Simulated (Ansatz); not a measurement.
Basis-set extrapolation for `CC(C)(C)P` (PBE0-D4/def2-TZVP geometry, frozen core, Ansatz 0.2.0). Multiplicity 1, RHF reference.

|  | def2-TZVPP | def2-QZVPP |
| --- | --- | --- |
| HF | -498.677464 | -498.694884 |
| MP2 correlation | -0.875790 | -0.931631 |
| CCSD(T) correlation | -0.978537 | not run |

Energies in hartree. Use E(X) = E(∞) + A·exp(−7.88·√X) for Hartree–Fock and E(X) = E(∞) + B·X^(−2.97) for correlation, with X = 3 and 4, and add CCSD(T) minus MP2 of the smaller set to the MP2 limit.

What is the CCSD(T) energy at the basis-set limit?

HF limit: -498.694884 + (-0.017420) × 0.13774 = -498.69728. MP2 limit: -0.931631 + (-0.055841) × 0.74074 = -0.97299. Higher-order term: -0.978537 − (-0.875790) = -0.10275. Total: -499.77302 hartree, 307.2 kJ/mol below CCSD(T)/def2-TZVPP.
